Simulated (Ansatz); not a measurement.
# C4H4N2: state-averaged CASSCF

Computed with Ansatz's Gaussian-basis code (development build). State-averaged CASSCF with equal weights; occupations are averaged over the states; levels count from the state that is lowest in CASSCF. CASSCF levels without dynamic correlation can be off by over 1 eV. Solutions may break the symmetry of the shape. Lower solutions, or ones in other orbitals, may exist.

Geometry:

| atom | x (Å) | y (Å) | z (Å) |
| --- | --- | --- | --- |
| C | 0.0000 | 0.0631 | 1.3245 |
| N | 0.0000 | 1.2375 | 0.6735 |
| N | 0.0000 | 1.2375 | -0.6735 |
| C | 0.0000 | 0.0631 | -1.3245 |
| C | 0.0000 | -1.1815 | -0.6923 |
| C | 0.0000 | -1.1815 | 0.6923 |
| H | 0.0000 | 0.1493 | 2.4080 |
| H | 0.0000 | 0.1493 | -2.4080 |
| H | 0.0000 | -2.1014 | -1.2696 |
| H | 0.0000 | -2.1014 | 1.2696 |

Basis cc-pVTZ, nonrelativistic, 6 orbitals frozen in the corrections; active space CAS(10,8). Averaged: 1 singlet, 1 triplet.

Q: Give the levels in order, with their spins.

A: 

```tsv
state	CASSCF (eV)
singlet	0.000
triplet	4.481
```

Occupations: 2.00, 1.99, 1.97, 1.89, 1.49, 0.52, 0.12, 0.03.

Same geometry.

Basis cc-pVTZ, nonrelativistic, 6 orbitals frozen in the corrections; active space CAS(6,6). Averaged: 1 singlet, 1 triplet.

Q: Give the levels in order, with their spins.

A: 

```csv
state,CASSCF (eV)
singlet,0.000
triplet,3.839
```

Occupations: 1.93, 1.76, 1.59, 0.42, 0.24, 0.07.

Geometry:

| atom | x (Å) | y (Å) | z (Å) |
| --- | --- | --- | --- |
| N | 0.0000 | 0.0000 | 1.4153 |
| C | 0.0000 | 1.1349 | 0.6972 |
| C | 0.0000 | 1.1349 | -0.6972 |
| N | 0.0000 | 0.0000 | -1.4153 |
| C | 0.0000 | -1.1349 | -0.6972 |
| C | 0.0000 | -1.1349 | 0.6972 |
| H | 0.0000 | 2.0671 | 1.2574 |
| H | 0.0000 | 2.0671 | -1.2574 |
| H | 0.0000 | -2.0671 | -1.2574 |
| H | 0.0000 | -2.0671 | 1.2574 |

Basis cc-pVTZ, nonrelativistic, 6 orbitals frozen in the corrections; active space CAS(10,8). Averaged: 3 singlets.

Q: Give the levels in order.

A: 

```tsv
state	CASSCF (eV)
singlet	0.000
singlet	4.794
singlet	4.942
```

Occupations: 1.96, 1.93, 1.80, 1.71, 1.68, 0.66, 0.18, 0.08.
